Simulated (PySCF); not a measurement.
Basis sets over 12 cases of the mean static polarisability at HF with PySCF (elements up to F), each against its own reference: (a) the value in aug-cc-pV5Z; (b) the value in d-aug-cc-pVTZ. By their distance from other large sets or by the extrapolation step the references are unsure by up to roughly 0.3 %. B3LYP-D3(BJ)/def2-TZVP geometries; density fitting; no added dispersion term; no relativity. 

Cases are drawn at random; left out are references unsure by over 0.67 %, doubtful singlets; stability and T1 were not tested. Sets are drawn from those converged to one state in every case.

Cases (SMILES) and reference values:
- B(=O)F: 14.96 bohr³ (b)
- C (CH4): 16.07 bohr³ (b)
- FF (F2): 8.40 bohr³ (a)
- C(#C)C: 35.54 bohr³ (b)
- [C](F)F (closed-shell singlet): 14.70 bohr³ (b)
- N#C (CH-N): 16.63 bohr³ (b)
- [BH] (BH) (closed-shell singlet): 22.79 bohr³ (a)
- N#N (N2): 11.47 bohr³ (a)
- [NH+]#[C-] (C-NH): 17.40 bohr³ (b)
- O=C (CH2-O): 16.78 bohr³ (b)
- [N+](#N)[O-]: 18.50 bohr³ (b)
- C#C (C2H2): 23.26 bohr³ (b)

```json
[
 {"basis": "cc-pVDZ", "functions over def2-SVP (largest species, mean of cases)": "1.0", "mean signed deviation (%)": "-26.7", "mean absolute": "26.7", "largest": "41.3", "within 2 %": "0 of 12"},
 {"basis": "pcseg-1", "functions over def2-SVP (largest species, mean of cases)": "1.0", "mean signed deviation (%)": "-24.3", "mean absolute": "24.3", "largest": "33.2", "within 2 %": "0 of 12"},
 {"basis": "aug-cc-pVDZ", "functions over def2-SVP (largest species, mean of cases)": "1.7", "mean signed deviation (%)": "-2.6", "mean absolute": "2.6", "largest": "7.5", "within 2 %": "3 of 12"},
 {"basis": "aug-pcseg-1", "functions over def2-SVP (largest species, mean of cases)": "1.7", "mean signed deviation (%)": "-0.6", "mean absolute": "0.8", "largest": "2.2", "within 2 %": "11 of 12"},
 {"basis": "pcseg-2", "functions over def2-SVP (largest species, mean of cases)": "2.3", "mean signed deviation (%)": "-12.0", "mean absolute": "12.0", "largest": "19.6", "within 2 %": "0 of 12"},
 {"basis": "def2-TZVPP", "functions over def2-SVP (largest species, mean of cases)": "2.3", "mean signed deviation (%)": "-11.2", "mean absolute": "11.2", "largest": "21.8", "within 2 %": "0 of 12"},
 {"basis": "d-aug-cc-pVDZ", "functions over def2-SVP (largest species, mean of cases)": "2.3", "mean signed deviation (%)": "-0.2", "mean absolute": "0.2", "largest": "0.4", "within 2 %": "12 of 12"},
 {"basis": "jun-cc-pV(T+d)Z", "functions over def2-SVP (largest species, mean of cases)": "2.8", "mean signed deviation (%)": "-0.8", "mean absolute": "0.8", "largest": "1.8", "within 2 %": "12 of 12"},
 {"basis": "cc-pVQZ", "functions over def2-SVP (largest species, mean of cases)": "4.3", "mean signed deviation (%)": "-7.8", "mean absolute": "7.8", "largest": "16.6", "within 2 %": "0 of 12"},
 {"basis": "def2-QZVPP", "functions over def2-SVP (largest species, mean of cases)": "4.4", "mean signed deviation (%)": "-6.4", "mean absolute": "6.4", "largest": "14.7", "within 2 %": "0 of 12"}
]
```

Among the sets for which every case ran a larger relative (same family, alike in diffuse functions, listed or not), the smallest listed that holds all cases within 2 % together with them is d-aug-cc-pVDZ, at 2.3 times the functions of def2-SVP. Largest deviations of relatives not listed, over the cases that ran them: aug-cc-pVTZ 1.9, aug-cc-pV5Z 0.0, aug-cc-pVQZ 0.2, d-aug-cc-pVTZ 0.2 %. A case lies within its reference's uncertainty of the window's edge in aug-cc-pVDZ, aug-pcseg-1, jun-cc-pV(T+d)Z, aug-cc-pVTZ. These figures hold for the cases listed.
